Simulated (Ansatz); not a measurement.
## PF₂, quartet: the ladder up to UCCSDT(Q)

Geometry: that of the PF2, doublet, kept fixed. The doublet lies 6.7 eV lower here.

```xyz
3

F     0.0000   -0.4633    1.2022
P     0.0000    0.5683    0.0000
F     0.0000   -0.4633   -1.2022
```

Basis cc-pVDZ; Ansatz 0.2.0. Correlated methods freeze the noble-gas cores, which leaves 19 electrons in 39 orbitals. Prefix R: restricted or restricted open-shell reference; prefix U: unrestricted. Active spaces: valence = (15e, 10o, short of the full valence) chosen from the atoms' valence shells.

Full CI isn't at hand for all of this; UCCSDT(Q) serves as the reference, and is uncertain by about the last step of the cluster series. The frozen core follows each run's orbitals, which can shift R against U totals by a few meV.

The UHF ⟨S²⟩ is 3.760. The T1 diagnostic (RCCSD) is 0.0245. The largest doubles amplitude (RCCSD) is 0.036 and the T1 diagnostic (UCCSD) is 0.0201.

```tsv
level	E − E(RHF) (eV)
UHF	-0.1256
RMP2	-12.2852
UMP2	-12.2766
RCCSD	-12.5614
UCCSD	-12.5659
RCCSD(T)	-12.8135
UCCSD(T)	-12.8136
```

Question: Estimate how far UCCSDT(Q) in cc-pVDZ lies from RCCSD(T). The table doesn't fix it; the size of (T) and the diagnostics are the guide.

Answer: UCCSDT(Q) in cc-pVDZ lies 5.3 kJ/mol below RCCSD(T), which is 22 % of the (T) step (-24.3 kJ/mol). The diagnostics are small and the rest is a small part of (T), but (T) is large here. The miss exceeds 1 kcal/mol.

The other levels:

| level | E − E(UCCSDT(Q)) (kJ/mol) | share of correlation (%) | wall time |
| --- | --- | --- | --- |
| BCCD(T) | 4.8 | 99.61 | 11 s |
| RCCSDT | 3.1 | 99.75 | – |
| UCCSDT | 3.1 | 99.75 | – |
| RCCSDT(Q) | 0.6 | 99.96 | 3.1 min |
| CASSCF (valence space) | 1159.8 | 6.59 | – |
| NEVPT2 (valence space) | 117.7 | 90.52 | 10 s |
| MRCISD (valence space) | 109.9 | 91.15 | – |
| MRCISD+Q (valence space) | 21.1 | 98.30 | 26 s |

The correlation energy at UCCSDT(Q), counted from RHF, is -12.868 eV. That run took 2.8 min on 1 thread of Intel Xeon, shared host.

Times hold each run's SCF and search for its determinant on a shared host, so for small cases they say little of a method's own cost; they ran on 1 thread of Intel Xeon.

Natural occupations of CASSCF (valence space) about the gap: 1.991 1.984 1.006 1.004 1.001 0.025; effectively unpaired electrons, Σ n²(2−n)², 3.00.
